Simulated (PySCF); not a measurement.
# Single point on MgCl

State: ²Σ⁺ (doublet), unpaired electrons σ ↑.

An equivalent input (the run itself took its basis sets from the Basis Set Exchange, started from a PBE0 density and held the occupation σ 9α 8β, πx 3α 3β, πy 3α 3β):

```python
from pyscf import gto, dft
mol = gto.M(atom='Mg 0 0 0; Cl 0 0 2.233', basis={'Mg': 'def2-SVP', 'Cl': 'def2-SVP'},
            charge=0, spin=1, verbose=4, symmetry='C2v')
mf = dft.UKS(mol, xc='HYB_MGGA_XC_R2SCANH')
mf.grids.atom_grid = (80, 434)
mf.grids.prune = dft.gen_grid.treutler_prune
mf.irrep_nelec = {'A1': (9, 8), 'B1': (3, 3), 'B2': (3, 3)}
mf.conv_tol = 1e-9
mf.max_cycle = 60
mf.diis_space = 10
mf.kernel()
```

The log (some set-up lines and the per-cycle HOMO/LUMO lines removed):

```
******** <class 'pyscf.dft.uks_symm.SymAdaptedUKS'> ********
method = SymAdaptedUKS
damping factor = 0
level_shift factor = 0
DIIS = <class 'pyscf.scf.diis.CDIIS'>
diis_start_cycle = 1
diis_space = 10
diis_damp = 0
SCF conv_tol = 1e-09
SCF conv_tol_grad = None
SCF max_cycles = 60
number electrons alpha = 15  beta = 14
Set gradient conv threshold to 3.16228e-05
init E= -660.053285355965
cycle= 1 E= -660.053526208359  delta_E= -0.000241  |g|= 0.00229  |ddm|= 0.0573
cycle= 2 E= -660.053529272929  delta_E= -3.06e-06  |g|= 0.00135  |ddm|= 0.00616
cycle= 3 E= -660.053530183499  delta_E= -9.11e-07  |g|= 0.000256  |ddm|= 0.00166
cycle= 4 E= -660.053530220995  delta_E= -3.75e-08  |g|= 0.000149  |ddm|= 0.000663
cycle= 5 E= -660.053530235716  delta_E= -1.47e-08  |g|= 1.81e-05  |ddm|= 0.000229
cycle= 6 E= -660.053530236026  delta_E= -3.1e-10  |g|= 1.96e-06  |ddm|= 5.42e-05
Extra cycle  E= -660.05353023603  delta_E= -3.98e-12  |g|= 9.3e-07  |ddm|= 6.87e-06
converged SCF energy = -660.05353023603  <S^2> = 0.75090028  2S+1 = 2.0009001
```

Repeating this along the bond gives Re = 2.232 Å and ωe = 466 cm⁻¹.

A point of this curve took 0.49 CPU seconds beside 0.024 for the integrals, on Arm Neoverse V2 (shared host).

The state was picked by a PBE0 search and need not be the measured ground state.
